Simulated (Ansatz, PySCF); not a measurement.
Gas-phase enthalpy of formation at 298 K, by the atomisation route, of ClC(Cl)Cl (SMILES; CHCl3, chloroform). Each molecule is optimised on its own at B3LYP-D3(BJ)/def2-TZVP (Ansatz, a program for electronic structure). Correlated levels leave the core frozen unless marked. Open shells are spin-unrestricted. Spin-orbit coupling is left out. Non-relativistic. CBS marks a two-point X^-3 extrapolation of the correlation energy; Hartree-Fock from the larger set. Thermal terms are rigid-rotor harmonic-oscillator values from B3LYP-D3(BJ) frequencies (PySCF) at 298.15 K and 1 atm. 1 Eh = 627.5095 kcal/mol.

```json
[
 {"species": "ClC(Cl)Cl", "count": "1", "E, CCSD(T)/CBS(cc-pV(T+d)Z,cc-pV(Q+d)Z) (Ansatz) (Eh)": "-1417.95946", "E, PBE/def2-TZVPD (Ansatz) (Eh)": "-1418.74628", "measured ΔHf at 0 K (kcal/mol)": "-", "H(298) - H(0) of the element (kcal/mol)": "-"},
 {"species": "C atom", "count": "1", "E, CCSD(T)/CBS(cc-pV(T+d)Z,cc-pV(Q+d)Z) (Ansatz) (Eh)": "-37.78949", "E, PBE/def2-TZVPD (Ansatz) (Eh)": "-37.79605", "measured ΔHf at 0 K (kcal/mol)": "169.98", "H(298) - H(0) of the element (kcal/mol)": "0.25"},
 {"species": "Cl atom", "count": "3", "E, CCSD(T)/CBS(cc-pV(T+d)Z,cc-pV(Q+d)Z) (Ansatz) (Eh)": "-459.70714", "E, PBE/def2-TZVPD (Ansatz) (Eh)": "-459.95933", "measured ΔHf at 0 K (kcal/mol)": "28.59", "H(298) - H(0) of the element (kcal/mol)": "1.10"},
 {"species": "H atom", "count": "1", "E, CCSD(T)/CBS(cc-pV(T+d)Z,cc-pV(Q+d)Z) (Ansatz) (Eh)": "-0.49995", "E, PBE/def2-TZVPD (Ansatz) (Eh)": "-0.49962", "measured ΔHf at 0 K (kcal/mol)": "51.63", "H(298) - H(0) of the element (kcal/mol)": "1.01"}
]
```

Molecule: zero-point energy 12.36, H(298) - H(0) 3.41 kcal/mol. The route leaves out scalar relativity and anharmonic zero-point terms, the atoms' spin-orbit terms, and in the frozen-core level the core correlation. Atomic data: G2/97 table in ASE.

Problem. Work out De, D0 and ΔHf at 0 and 298 K at both levels, and their errors against the measured value.

Solution. 
The atoms' values sum to 307.38 (0 K) and 4.56 (thermal), in kcal/mol.
- CCSD(T)/CBS(cc-pV(T+d)Z,cc-pV(Q+d)Z): De = 344.25; D0 = 344.25 - 12.36 = 331.89; ΔHf(0 K) = 307.38 - 331.89 = -24.51; ΔHf(298 K) = -24.51 + 3.41 - 4.56 = -25.66; error -1.0.
- PBE/def2-TZVPD: De = 359.32; D0 = 359.32 - 12.36 = 346.96; ΔHf(0 K) = 307.38 - 346.96 = -39.58; ΔHf(298 K) = -39.58 + 3.41 - 4.56 = -40.73; error -16.0.
Measured: -24.7 kcal/mol (Active Thermochemical Tables 1.112 (ions: stationary electron), as tabulated in the package chemicals).
